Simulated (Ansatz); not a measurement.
# C2H6Al radical: up Jacob's ladder to CCSD(T)

One table from this session's results is given with a row withheld; the runs are named, their logs left out.

Program: Ansatz 0.2.0, Gaussian basis. Level of theory: functionals in def2-TZVPP, the program's frozen cores in correlated methods. These are calculated values, not measurements.

Plan: LDA (SPW92), PBE-D4, revPBE-D4, BLYP-D4, r2SCAN-D4, B97M-V, PBE0-D4, B3LYP-D4, r2SCANh-D4, r2SCAN0-D4, HSE06-D4, BHLYP-D4, CAM-B3LYP-D4, LC-ωPBE, ωB97X-V, ωB97M-V, B2PLYP, PBE-QIDH; CCSD(T)/def2-SVP; CCSD(T)/def2-TZVPP; MP2/def2-QZVPP; extrapolation to the limit; RPA on PBE.

### The geometry

All runs share one geometry, relaxed beforehand with PBE0-D4 in a triple-zeta def2 set.

SMILES `[CH3][Al][CH3]`, 9 atoms, charge 0, spin multiplicity 2.

Atoms are counted from 1 here; the program's logs count them from 0.

Bond lengths: C1–Al2 1.972 Å, C1–H4 1.095 Å, C1–H5 1.095 Å, C1–H6 1.095 Å, Al2–C3 1.970 Å, C3–H7 1.097 Å, C3–H8 1.097 Å, C3–H9 1.091 Å. Angles: Al2–C1–H4 111.5°, Al2–C1–H5 111.1°, Al2–C1–H6 111.0°, H4–C1–H5 108.3°, H4–C1–H6 108.2°, H5–C1–H6 106.6°, C1–Al2–C3 118.6°, Al2–C3–H7 109.3°, Al2–C3–H8 109.4°, Al2–C3–H9 114.5°, H7–C3–H8 106.9°, H7–C3–H9 108.2°, H8–C3–H9 108.2°.

Set-up of the first run:

Input file in.yaml:

```yaml
crystal:
  periodic: [false, false, false]
  atoms:
    - {symbol: C, position_ang: [-0.810682, 1.130628, -0.941489]}
    - {symbol: Al, position_ang: [0.730955, 0.705543, 0.211938]}
    - {symbol: C, position_ang: [0.877252, -1.111394, 0.957803]}
    - {symbol: H, position_ang: [-1.467824, 0.264482, -1.069024]}
    - {symbol: H, position_ang: [-0.481864, 1.460855, -1.931942]}
    - {symbol: H, position_ang: [-1.401501, 1.950049, -0.519741]}
    - {symbol: H, position_ang: [0.915286, -1.838213, 0.137403]}
    - {symbol: H, position_ang: [-0.021771, -1.337921, 1.543504]}
    - {symbol: H, position_ang: [1.748748, -1.270329, 1.594450]}
basis:
  gaussian: {orbitals: def2-TZVPP}
magnetization: {spin_polarized: true, initial_magnetization: 1}
hamiltonian: {xc: lda}
output: {orbitals: {seedname: orbitals}}
```

Steps of the session up to this table: LDA; PBE-D4 (GGA); revPBE-D4 (GGA); BLYP-D4 (GGA); r2SCAN-D4 (meta-GGA); B97M-V (meta-GGA); PBE0-D4 (hybrid); B3LYP-D4 (hybrid); r2SCANh-D4 (hybrid); r2SCAN0-D4 (hybrid); HSE06-D4 (hybrid); BHLYP-D4 (hybrid); CAM-B3LYP-D4 (range-separated); LC-ωPBE-D4 (range-separated; the results give it without D4); ωB97X-V (range-separated); ωB97M-V (range-separated); B2PLYP (double hybrid); PBE-QIDH (double hybrid).

One table of the session follows, with a row left open; its other results are not shown here.

It belongs to the step «Orbital energies across the functionals». 

| functional | HOMO (eV) | LUMO (eV) | gap (eV) |
| --- | --- | --- | --- |
| LDA (SPW92) | -3.96 | -2.84 | 1.12 |
| PBE-D4 | -3.99 | -2.48 | 1.50 |
| revPBE-D4 | -3.98 | -2.36 | 1.61 |
| BLYP-D4 | -3.80 | -2.54 | 1.25 |
| r2SCAN-D4 | -4.25 | -2.05 | 2.20 |
| B97M-V | -3.89 | -2.89 | 1.01 |
| PBE0-D4 | -4.97 | -1.68 | 3.29 |
| B3LYP-D4 | -4.73 | -2.08 | 2.65 |
| r2SCANh-D4 | -4.61 | -1.82 | 2.79 |
| r2SCAN0-D4 | -5.15 | -1.49 | 3.66 |
| HSE06-D4 | -4.57 | -2.05 | 2.52 |
| BHLYP-D4 | -5.78 | -1.07 | 4.71 |
| CAM-B3LYP-D4 | -6.12 | -0.94 | 5.18 |
| LC-ωPBE | -7.46 | 0.41 | 7.87 |
| ωB97X-V | ? | ? | ? |
| ωB97M-V | -6.57 | -0.20 | 6.37 |

Q: Estimate the row for ωB97X-V from the others.

As computed: HOMO (eV): -7.00; LUMO (eV): -0.05; gap (eV): 6.96. In the column «HOMO (eV)» it lies between LC-ωPBE (-7.46) and ωB97M-V (-6.57).
